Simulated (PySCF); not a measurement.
**Dipole moment and polarisability of N2H4**

Compound: N2H4.
Structure used (GFN2-xTB), in Å, numbered top down from 1:
```xyz
6
N2H4 angstrom
N     -0.6891   -0.1578    0.2493
N      0.6992    0.1639    0.2193
H     -1.2019    0.7015    0.4245
H     -1.0259   -0.5595   -0.6280
H      1.2195   -0.6915    0.3924
H      1.0014    0.5454   -0.6791
```

The species is `NN` (N2H4).

Level: PBE0/def2-SVPD (PySCF), static field, nuclei fixed, core orbitals frozen in the response. The polarisability tensor in these axes (au):

```
x   24.77  0.24 -0.09
y    0.24 20.20  0.00
z   -0.09  0.00 20.31
```

Diagonalise the tensor; give its mean and Δα, where Δα² is half the sum of the squared differences of the eigenvalues.

Principal values 20.19, 20.31 and 24.79 au; mean 21.76 au = 3.22 Å³ = 3.59 × 10⁻⁴⁰ C²·m²/J; Δα = 4.54 au (21 % of the mean).

What is the dipole moment, and where does it point?

(-0.04, -0.02, -2.04) D, 2.04 D in size, pointing from the negative to the positive side. Measured along this direction, the outermost atoms are H3 and H5 at the negative end and H4 and H6 at the positive end.

What would n − 1 = 2πNα be for an ideal gas of these molecules at 400 K and 1 atm, electronic part alone?

N = p/kT = 1.8347 × 10¹⁹ cm⁻³, so n − 1 = 2π × N × 3.22 × 10⁻²⁴ cm³ = 372 × 10⁻⁶ at long wavelengths.

What depolarisation ratio follows for Rayleigh scattering of linearly polarised light, taking the static tensor?

ρ = 3Δα²/(45ᾱ² + 4Δα²) = 61.8/(21306 + 82.4) = 0.00289.

What are the principal values of the traceless quadrupole moment, Θ = ½Σq(3rr − r²1), about the centre of nuclear charge?

-3.00, -0.99, 3.99 D·Å. The values depend on the origin, since the dipole doesn't vanish. The electronic extent ⟨r²⟩ about the same centre is 83 bohr², a root-mean-square distance of 1.14 Å for the 18 electrons.

Estimate the molar refractivity from the static electronic polarisability.

Lorentz–Lorenz: R = (4π/3)N_A α = 2.5225 cm³/(mol·Å³) × 3.22 Å³ = 8.1 cm³/mol, in the limit of long wavelengths.

Form Σ f/ω² (atomic units) for the 8 lowest TDDFT singlets, given as eV and f, and set it beside the mean polarisability, which is this sum over all singlets: 6.37, 0.0126; 6.87, 0.0195; 7.34, 0.0272; 7.86, 0.0424; 8.35, 0.0321; 8.40, 0.0116; 8.82, 0.0009; 9.01, 0.0846.

They add up to 2.66 au, 12.2 % of the 21.76 au; the largest single term is 0.77 au, from the state at 9.01 eV. Terms in order: 0.23, 0.31, 0.37, 0.51, 0.34, 0.12, 0.01, 0.77 au. Higher excitations give the rest. The strengths listed sum to 0.231.

The structure is a single GFN2-xTB conformer in the gas phase; no vibrational or solvent corrections.
